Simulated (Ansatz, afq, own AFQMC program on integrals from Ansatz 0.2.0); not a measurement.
**HfCl2O, singlet in def2-SVP, levels against CCSDT(Q)**

```xyz
4

Hf   -0.1318    0.2032    0.0000
O     0.5715    1.7970    0.0000
Cl    0.2028   -0.9171   -2.0560
Cl    0.2028   -0.9171    2.0560
```

Connectivity, by distances: O–Hf(–Cl)–Cl.

Basis def2-SVP with its core potentials. Noble-gas cores (and the filled d shells of Ga–Kr and In–Xe) are frozen. AFQMC by an in-house program on the Cholesky factors that Ansatz 0.2.0 writes for its CCSD(T) run. The CISD trial takes its coefficients from CCSD amplitudes. Released means that phaseless walkers are propagated on without the constraint, phases kept. Error bars are statistical, one sigma. No spin–orbit coupling. The metal's outer-core s and p shells are frozen, which shifts wave-function levels against functionals.

Determinant: RHF, the one that the program's search chose, which needn't be the lowest solution. The geometry is a point of a scan.

No full CI on the walks' own integrals is used here; CCSDT(Q) serves as the reference and is uncertain by about the last step of the cluster series.

Cautions: no spin-orbit coupling; outer-core shells of the metal frozen; higher spins were not checked.

- T1 diagnostic: 0.0210
- weight of the determinant in the CISD state: 0.809
- size of the correlated space: 24 electrons in 67 orbitals

Reference: CCSDT(Q), correlation energy -16.059 eV. The released energy is read at 0.90 1/Eh (meV from the phaseless value at times in 1/Eh: 11 ± 10 at 0.21, -3 ± 7 at 0.42, 1 ± 7 at 0.63, -4 ± 8 at 0.90).

```json
{"level": "HF", "E − E(reference) (mEh)": "590.15", "share of correlation (%)": "0.00"}
{"level": "MP2", "E − E(reference) (mEh)": "26.45", "share of correlation (%)": "95.52"}
{"level": "CCSD", "E − E(reference) (mEh)": "22.62", "share of correlation (%)": "96.17"}
{"level": "CCSD(T)", "E − E(reference) (mEh)": "2.15", "share of correlation (%)": "99.64"}
{"level": "CCSDT", "E − E(reference) (mEh)": "1.68", "share of correlation (%)": "99.72"}
{"level": "ph-AFQMC/HF", "E − E(reference) (mEh)": "-7.23 ± 1.46", "share of correlation (%)": "101.23"}
{"level": "ph-AFQMC/CISD", "E − E(reference) (mEh)": "0.53 ± 0.33", "share of correlation (%)": "99.91"}
{"level": "released AFQMC", "E − E(reference) (mEh)": "0.40 ± 0.31", "share of correlation (%)": "99.93"}
```

A walk keeps the symmetry of its determinant, which the program's search chose and which needn't be the lowest solution, so a lower state of the same spin and another symmetry isn't excluded. Released energies are given only where the last usable release times agree within the noise; a slower fall can still hide under it.
